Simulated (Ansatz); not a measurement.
System: grey tin (α-Sn). Method: LDA (Ansatz, an electronic-structure program, plane waves, PAW).

Run with plane-wave cutoff 520 eV, 10×10×10 k mesh, Fermi–Dirac smearing 0.01 eV, scalar-relativistic PAW data made under PBE.

Cell (relaxed at this level):

Space group Fd-3m, origin choice 1 (No. 227); a = 6.4722 Å, b = 6.4722 Å, c = 6.4722 Å, α = 90.00°, β = 90.00°, γ = 90.00°

| atom | site | symmetry | x | y | z |
|---|---|---|---|---|---|
| Sn | 8b | -43m | 0.5000 | 0.5000 | 0.5000 |
(The calculation used a cell of 2 atoms; values per cell refer to that cell.)

**Question.** Estimate the bulk modulus B0 and width of the whole s-p valence band that the calculation returns.

**Answer.** 
* **bulk modulus B0**: 44.3 GPa
* **width of the whole s-p valence band**: 10.81 eV

The run finds no gap.

Measured, for comparison: bulk modulus 42.8 GPa (0 K value with the zero-point phonon effect removed; as tabulated in Mejia-Rodriguez and Trickey (2018), arXiv:1807.09216). Computed (rounded) less measured: bulk modulus +4 %.

Spin–orbit coupling is not included; it can open a gap where bands touch, and shift volumes and moduli.

Static lattice: no zero-point or thermal effects.
